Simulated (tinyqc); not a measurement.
Coupled-perturbed Hartree-Fock on RHF in the sto-6g basis, for LiH, spin multiplicity 1, step by step. One step of it, computed by the program tinyqc.

Question. Coupled step 2. U_ai = -(mu_ai + sum_bj [4 (ai|bj) - (ab|ij) - (aj|bi)] U_bj) / (e_a - e_i); alpha = -4 sum U_ai mu_ai.

U after step 1, order a3, a4, a5, a6:
$$\begin{pmatrix}
0.062752 & 2.594165 \\
0.000000 & 0.000000 \\
0.000000 & 0.000000 \\
0.047542 & -1.356505
\end{pmatrix}$$

dipole integrals <a|z|i> (bohr), order a3, a4, a5, a6:
$$\begin{pmatrix}
-0.131511 & -0.626542 \\
0.000000 & 0.000000 \\
0.000000 & 0.000000 \\
-0.134910 & 0.996066
\end{pmatrix}$$

orbital energies (hartree): MO1 -2.399982, MO2 -0.252376, MO3 0.073493, MO4 0.160637, MO5 0.160637, MO6 0.438615

Two-electron integrals over orbitals (pq|rs), unique and non-zero (hartree):
```
(11|11) 1.665132    (21|11) -0.099756   (21|21) 0.010684    (22|11) 0.328056
(22|21) 0.003672    (22|22) 0.464640    (31|11) -0.144088   (31|21) 0.010985
(31|22) -0.012138   (31|31) 0.023215    (32|11) 0.024134    (32|21) -0.002690
(32|22) -0.053961   (32|31) -0.000432   (32|32) 0.016958    (33|11) 0.397241
(33|21) -0.009362   (33|22) 0.213779    (33|31) 0.001028    (33|32) 0.012120
(33|33) 0.333601    (41|41) 0.010042    (42|41) 0.007123    (42|42) 0.021222
(43|41) 0.010335    (43|42) 0.019645    (43|43) 0.041608    (44|11) 0.396967
(44|21) -0.003460   (44|22) 0.251880    (44|31) -0.004784   (44|32) 0.010709
(44|33) 0.281223    (44|44) 0.313125    (51|51) 0.010042    (52|51) 0.007123
(52|52) 0.021222    (53|51) 0.010335    (53|52) 0.019645    (53|53) 0.041608
(54|54) 0.016875    (55|11) 0.396967    (55|21) -0.003460   (55|22) 0.251880
(55|31) -0.004784   (55|32) 0.010709    (55|33) 0.281223    (55|44) 0.279374
(55|55) 0.313125    (61|11) 0.072005    (61|21) -0.009948   (61|22) -0.007558
(61|31) -0.005102   (61|32) 0.002554    (61|33) 0.011953    (61|44) 0.001388
(61|55) 0.001388    (61|61) 0.011591    (62|11) -0.073886   (62|21) 0.002134
(62|22) 0.114107    (62|31) 0.003596    (62|32) -0.039579   (62|33) -0.019695
(62|44) -0.032214   (62|55) -0.032214   (62|61) 0.000403    (62|62) 0.130193
(63|11) 0.017890    (63|21) -0.002197   (63|22) -0.053841   (63|31) 0.004319
(63|32) 0.013060    (63|33) 0.036099    (63|44) 0.005498    (63|55) 0.005498
(63|61) 0.004162    (63|62) -0.035202   (63|63) 0.027678    (64|41) -0.006087
(64|42) -0.018906   (64|43) -0.012896   (64|64) 0.019848    (65|51) -0.006087
(65|52) -0.018906   (65|53) -0.012896   (65|65) 0.019848    (66|11) 0.359460
(66|21) 0.001353    (66|22) 0.435881    (66|31) -0.011014   (66|32) -0.045522
(66|33) 0.238631    (66|44) 0.262486    (66|55) 0.262486    (66|61) -0.004834
(66|62) 0.109167    (66|63) -0.044409   (66|66) 0.433127
```

Give: U after step 2; polarisability.

Answer.

U after step 2, order a3, a4, a5, a6:
$$\begin{pmatrix}
0.0613 & 2.9465 \\
0.0000 & 0.0000 \\
0.0000 & 0.0000 \\
0.0456 & -1.2881
\end{pmatrix}$$

polarisability = 12.5734 bohr^3
